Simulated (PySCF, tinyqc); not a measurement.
Inside a calculation. Method: CCSD on RHF in the sto-3g basis, frozen core, for HF, spin multiplicity 1. The lowest restricted solution is unstable here: a spin-polarised one lies 0.0301 hartree lower (PySCF). One step of it, computed by the program tinyqc.

Problem. Integrals over molecular orbitals. (pq|rs) = sum C_ip C_jq C_kr C_ls (ij|kl), one index at a time.

coefficients C:
```
,MO1,MO2,MO3,MO4,MO5,MO6
1F 1s,0.995045,-0.260656,0.000000,0.000000,0.038464,0.040876
1F 2s,0.020185,1.010432,0.000000,0.000000,-0.194102,-0.215349
1F 2px,0.000000,0.000000,-0.614601,0.788838,0.000000,0.000000
1F 2py,0.000000,0.000000,0.788838,0.614601,0.000000,0.000000
1F 2pz,0.000844,0.011349,0.000000,0.000000,0.686566,-0.750691
2H 1s,-0.002218,0.077007,0.000000,0.000000,0.621336,0.828336
```

core Hamiltonian H = T + V (hartree):
```
,1F 1s,1F 2s,1F 2px,1F 2py,1F 2pz,2H 1s
1F 1s,-40.402987,-9.479623,0.000000,0.000000,-0.006460,-0.639992
1F 2s,-9.479623,-10.881144,0.000000,0.000000,-0.080734,-1.622028
1F 2px,0.000000,0.000000,-8.566285,0.000000,0.000000,0.000000
1F 2py,0.000000,0.000000,0.000000,-8.566285,0.000000,0.000000
1F 2pz,-0.006460,-0.080734,0.000000,0.000000,-8.603530,-1.204027
2H 1s,-0.639992,-1.622028,0.000000,0.000000,-1.204027,-3.847405
```

Two-electron integrals (ij|kl) in chemists' order, unique and non-zero (hartree):
```
i,j,k,l,(ij|kl)
1,1,1,1,5.403501
2,1,1,1,0.841920
2,1,2,1,0.156299
2,2,1,1,1.268028
2,2,2,1,0.292344
2,2,2,2,0.926167
3,1,3,1,0.027998
3,2,3,1,0.043169
3,2,3,2,0.204588
3,3,1,1,1.264502
3,3,2,1,0.292403
3,3,2,2,0.925959
3,3,3,3,0.997514
4,1,4,1,0.027998
4,2,4,1,0.043169
4,2,4,2,0.204588
4,3,4,3,0.053770
4,4,1,1,1.264502
4,4,2,1,0.292403
4,4,2,2,0.925959
4,4,3,3,0.889973
4,4,4,4,0.997514
5,1,5,1,0.027998
5,2,5,1,0.043169
5,2,5,2,0.204588
5,3,5,3,0.053770
5,4,5,4,0.053770
5,5,1,1,1.264502
5,5,2,1,0.292403
5,5,2,2,0.925959
5,5,3,3,0.889973
5,5,4,4,0.889973
5,5,5,5,0.997514
6,1,1,1,0.056997
6,1,2,1,0.010500
6,1,2,2,0.019547
6,1,3,3,0.019521
6,1,4,4,0.019521
6,1,5,1,0.000397
6,1,5,2,0.000754
6,1,5,5,0.019602
6,1,6,1,0.000712
6,2,1,1,0.165451
6,2,2,1,0.038748
6,2,2,2,0.139719
6,2,3,3,0.137646
6,2,4,4,0.137646
6,2,5,1,0.002576
6,2,5,2,0.021497
6,2,5,5,0.143725
6,2,6,1,0.002641
6,2,6,2,0.027553
6,3,3,1,0.003795
6,3,3,2,0.023514
6,3,5,3,0.004353
6,3,6,3,0.003849
6,4,4,1,0.003795
6,4,4,2,0.023514
6,4,5,4,0.004353
6,4,6,4,0.003849
6,5,1,1,0.121722
6,5,2,1,0.028847
6,5,2,2,0.111569
6,5,3,3,0.107098
6,5,4,4,0.107098
6,5,5,1,0.005423
6,5,5,2,0.039289
6,5,5,5,0.120384
6,5,6,1,0.002032
6,5,6,2,0.027155
6,5,6,5,0.030491
6,6,1,1,0.375575
6,6,2,1,0.089339
6,6,2,2,0.372461
6,6,3,3,0.362471
6,6,4,4,0.362471
6,6,5,1,0.006163
6,6,5,2,0.073986
6,6,5,5,0.392219
6,6,6,1,0.006100
6,6,6,2,0.101500
6,6,6,5,0.117695
6,6,6,6,0.774606
```

Give: one-electron integrals over orbitals h = C^T H C; Two-electron integrals over orbitals.

Solution.

one-electron integrals over orbitals h = C^T H C (hartree):
```
,1,2,3,4,5,6
1,-40.3859,0.7281,0.0000,0.0000,-0.1008,-0.1121
2,0.7281,-9.1156,0.0000,0.0000,0.4208,0.6263
3,0.0000,0.0000,-8.5663,0.0000,0.0000,0.0000
4,0.0000,0.0000,0.0000,-8.5663,0.0000,0.0000
5,-0.1008,0.4208,0.0000,0.0000,-6.5144,2.4077
6,-0.1121,0.6263,0.0000,0.0000,2.4077,-5.8865
```

Two-electron integrals over orbitals (pq|rs), unique and non-zero (hartree); the lowest 1 orbital is frozen and left out:
```
p,q,r,s,(pq|rs)
2,2,2,2,0.8810
3,2,3,2,0.1916
3,3,2,2,0.9004
3,3,3,3,0.9975
4,2,4,2,0.1916
4,3,4,3,0.0538
4,4,2,2,0.9004
4,4,3,3,0.8900
4,4,4,4,0.9975
5,2,2,2,-0.0446
5,2,3,3,-0.0562
5,2,4,4,-0.0562
5,2,5,2,0.1242
5,3,3,2,-0.0219
5,3,5,3,0.0322
5,4,4,2,-0.0219
5,4,5,4,0.0322
5,5,2,2,0.6651
5,5,3,3,0.6509
5,5,4,4,0.6509
5,5,5,2,-0.0070
5,5,5,5,0.6465
6,2,2,2,-0.0671
6,2,3,3,-0.0673
6,2,4,4,-0.0673
6,2,5,2,-0.0848
6,2,5,5,-0.0193
6,2,6,2,0.0913
6,3,3,2,-0.0225
6,3,5,3,-0.0241
6,3,6,3,0.0282
6,4,4,2,-0.0225
6,4,5,4,-0.0241
6,4,6,4,0.0282
6,5,2,2,-0.2619
6,5,3,3,-0.2647
6,5,4,4,-0.2647
6,5,5,2,0.0684
6,5,5,5,-0.0848
6,5,6,2,0.0278
6,5,6,5,0.2519
6,6,2,2,0.6224
6,6,3,3,0.6092
6,6,4,4,0.6092
6,6,5,2,0.0366
6,6,5,5,0.6319
6,6,6,2,-0.0463
6,6,6,5,-0.0301
6,6,6,6,0.6533
```
